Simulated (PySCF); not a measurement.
Published values to compare with (the computed states carry no symmetry labels, so the two lists aren't matched line by line):

| state | E (eV) | f | kind of transition | source |
| --- | --- | --- | --- | --- |
| 3B2(π→π*) | 3.49 |  | vertical absorption | [1] |
| 1B2(π→π*) | 4.01 |  | band maximum or as reported | [2] |
| 1B2(π→π*) | 4.28 | 0.011 | vertical absorption | [1] |
| 3A1(π→π*) | 4.74 |  | vertical absorption | [1] |
| 1B1(π→3s) | 5.12 |  | band maximum or as reported | [2] |
| 1B1(π→3s) | 5.44 | 0.005 | vertical absorption | [1] |
| 1A2(π→3p) | 5.96 |  | vertical absorption | [1] |
| 1A1(π→π*) | 6.02 |  | band maximum or as reported | [2] |

[1] computed, theoretical best estimate (aug-cc-pVTZ, frozen core, CC3 geometry), gas; Veril, Scemama, Caffarel, Lipparini, Boggio-Pasqua, Jacquemin, Loos, WIREs Comput. Mol. Sci. 2021, 11, e1517 (QUESTDB)
[2] measured, solution, pentane; Loos, Lipparini, Boggio-Pasqua, Scemama, Jacquemin (2019), arXiv:1912.04173, literature columns

Compound: methylenecyclopropene, C4H4.
Numbering: `[CH2:1]=[C:2]1[CH:3]=[CH:4]1` (hydrogens: H5, H6 on C1; H7 on C3; H8 on C4)

Computed with TDDFT PBE0/def2-SVPD, vertical, gas phase, core orbitals frozen in the response (PySCF 2.14.0, density-fitted response routines). Isolated species at its PBE0-D3(BJ)/def2-SVP geometry, gas phase.

Computed singlets: 4.20 eV (f 0.012); 5.94 eV (f 0.002); 6.22 eV (f 0.000); 6.42 eV (f 0.028); 6.49 eV (f 0.000); 7.16 eV (f 0.517); 7.35 eV (f 0.000); 7.38 eV (f 0.008); 7.72 eV (f 0.000); 8.12 eV (f 0.003). Computed triplets (Tamm–Dancoff): 3.18, 4.59, 5.71, 5.82 eV.

Problem. How does the lowest computed singlet compare with the best estimate listed for the lowest singlet (vertical absorption)?

Solution. 4.20 eV against 4.28 eV for 1B2(π→π*) [1]: a difference of -0.08 eV. Geometry and basis of the two calculations needn't be the same.

Problem. How does the lowest computed triplet compare with the best estimate listed for the lowest triplet (vertical absorption)?

Solution. 3.18 eV against 3.49 eV for 3B2(π→π*) [1]: a difference of -0.31 eV. Geometry and basis of the two calculations needn't be the same.

A measured band maximum holds vibronic effects and, in solution, solvent shifts, so it needn't equal the vertical energy.

All these states lie below the vertical ionisation energy of 8.21 eV (ΔSCF).
